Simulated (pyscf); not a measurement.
I• (SMILES [I]) + SiH₄ (SMILES [SiH4]) → H₃Si–I (SMILES [SiH3]I) + H• (SMILES [H]) (substitution at Si; doublet surface; H–Si broken, I–Si formed). Single points on ωB97X-D3(BJ)/def2-SVP structures (PySCF, gas phase). Correlated levels are frozen-core, on RHF or UHF. ΔMP2 is the change of the MP2 total energy from the triple- to the quadruple-zeta basis. Energies in kJ/mol from the separated reactants.

```json
[
 {"level": "ωB97X-D3(BJ)/def2-TZVP", "barrier": "68.4", "reaction energy": "+42.2"},
 {"level": "M06-2X/def2-TZVP", "barrier": "101.9", "reaction energy": "+79.6"},
 {"level": "ωB97M-D3(BJ)/def2-TZVP", "barrier": "___", "reaction energy": "+73.8"},
 {"level": "HF/def2-TZVP", "barrier": "176.7", "reaction energy": "+82.4"},
 {"level": "CCSD/def2-TZVPP", "barrier": "113.7", "reaction energy": "+77.6"},
 {"level": "CCSD(T)/def2-TZVPP", "barrier": "98.5", "reaction energy": "+68.2"},
 {"level": "CCSD(T)/def2-TZVPP + ΔMP2(QZVPP)", "barrier": "___", "reaction energy": "___"}
]
```

Problem. Fill in the missing entries.

Solution. 
- ωB97M-D3(BJ)/def2-TZVP, barrier: 96.6
- CCSD(T)/def2-TZVPP + ΔMP2(QZVPP), barrier: 87.9
- CCSD(T)/def2-TZVPP + ΔMP2(QZVPP), reaction energy: +59.4

One saddle was located; it need not be the lowest between these sides. The angle at the attacked Si is 157°. The CCSD(T) − MP2 part came from Ansatz, without density fitting, on the same reference. The frozen core leaves the outer d or s,p core shells of the metals and heavy elements correlated in the MP2 and CC values, and def2-TZVPP describes them poorly, which can shift differences by a few kcal/mol. Left out: the spin-orbit lowering of I, which is large for Br, Se, Te and I. Elements past Kr carry the def2 core potentials, without spin-orbit coupling.
